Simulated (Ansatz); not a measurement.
# Pulling the pair apart

The pair of H3O⁺ (SMILES [OH3+], atoms 1–4) and PH3 (SMILES P, atoms 5–8), both closed shells, in one local arrangement (a lower one may exist), relaxed at PBE0-D4/def2-TZVP:

| atom | x (Å) | y (Å) | z (Å) |
| --- | --- | --- | --- |
| O1 | -0.2847 | -0.1834 | -1.3543 |
| H2 | -0.1219 | -0.0771 | -0.3476 |
| H3 | 0.4196 | -0.6878 | -1.8014 |
| H4 | -0.4615 | 0.6645 | -1.8018 |
| P5 | 0.1677 | 0.1071 | 1.8842 |
| H6 | -0.9550 | 0.6636 | 1.2039 |
| H7 | 0.0992 | -1.1510 | 1.2171 |
| H8 | 1.1365 | 0.6640 | 0.9999 |

PH3 is shifted rigidly along the line between the mean atom positions of the two fragments (negative: closer). Counterpoise interaction energies in kcal/mol. Ansatz 0.2.0; basis: def2-TZVPPD; cores frozen in the correlated methods. B3LYP uses VWN-RPA correlation.

```
shift (Å)  B3LYP-D4  r2SCAN-D4  wB97M-V
    -0.23    -10.94     -12.38   -10.95
    -0.11    -12.59     -13.74   -12.47
     0.00    -13.22     -14.11   -12.97
     0.11    -13.15     -13.83   -12.80
     0.27    -12.35     -12.81   -11.89
     0.56     -9.93     -10.12    -9.38
     1.13     -5.40      -5.39    -5.03
     2.26     -1.07      -1.06    -1.23
```

At the largest shift the D4 term itself is slightly repulsive (B3LYP-D4 +6.7 meV): a quirk of that model, not of the functional.

What does CCSD(T) give at these shifts? (To be estimated.)

Computed: -9.07, -10.73, -11.36, -11.32, -10.59, -8.41, -4.52, -1.06 kcal/mol. For zero shift, CCSD(T) at an estimated basis limit (MP2 extrapolated from triple and quadruple zeta, plus CCSD(T) − MP2 in triple zeta) gives -11.97 kcal/mol. These are counterpoise interaction energies, counted from the two frozen fragments.

T1 diagnostic: at most 0.013.

For scale, one of the runs: CCSD(T)/def2-TZVPPD, 190 basis functions, launched by `ansatz run in.yaml --threads 2 --pin off --events-out ev --progress --plain --max-ram 5222MiB`. Time: 29 s of wall clock on 2 CPU threads of an Arm Neoverse V1; the host was shared. Peak host memory: 1.9 GiB.
